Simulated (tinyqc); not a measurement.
Worked calculation: CIS and TDHF on RHF in the sto-3g basis, frozen core, for LiH, spin multiplicity 1. One step of it, computed by the program tinyqc.

Problem. CIS matrix, triplets. A(ia,jb) = (e_a - e_i) d_ij d_ab - (ij|ab).

orbital energies (hartree): MO1 -2.346234, MO2 -0.297558, MO3 0.079288, MO4 0.163543, MO5 0.163543, MO6 0.586462

Two-electron integrals over orbitals (pq|rs), unique and non-zero (hartree); the lowest 1 orbital is frozen and left out:
```
(22|22) 0.497861    (32|22) -0.046130   (32|32) 0.011724    (33|22) 0.228287
(33|32) 0.005484    (33|33) 0.339191    (42|42) 0.024286    (43|42) 0.019191
(43|43) 0.041351    (44|22) 0.277705    (44|32) 0.004241    (44|33) 0.282316
(44|44) 0.312946    (52|52) 0.024286    (53|52) 0.019191    (53|53) 0.041351
(54|54) 0.016869    (55|22) 0.277705    (55|32) 0.004241    (55|33) 0.282316
(55|44) 0.279207    (55|55) 0.312946    (62|22) 0.135224    (62|32) -0.032990
(62|33) -0.007712   (62|44) -0.007962   (62|55) -0.007962   (62|62) 0.122559
(63|22) -0.050777   (63|32) 0.007997    (63|33) 0.036097    (63|44) 0.001021
(63|55) 0.001021    (63|62) -0.030697   (63|63) 0.026290    (64|42) -0.019433
(64|43) -0.013900   (64|64) 0.019281    (65|52) -0.019433   (65|53) -0.013900
(65|65) 0.019281    (66|22) 0.458771    (66|32) -0.041549   (66|33) 0.242265
(66|44) 0.269760    (66|55) 0.269760    (66|62) 0.143431    (66|63) -0.043267
(66|66) 0.456928
```

Give: CIS matrix A, triplet.

Solution.

CIS matrix A, triplet (hartree), lower triangle:
```
        2>3     2>4     2>5     2>6
2>3  0.1486
2>4  0.0000  0.1834
2>5  0.0000  0.0000  0.1834
2>6  0.0508  0.0000  0.0000  0.4252
```
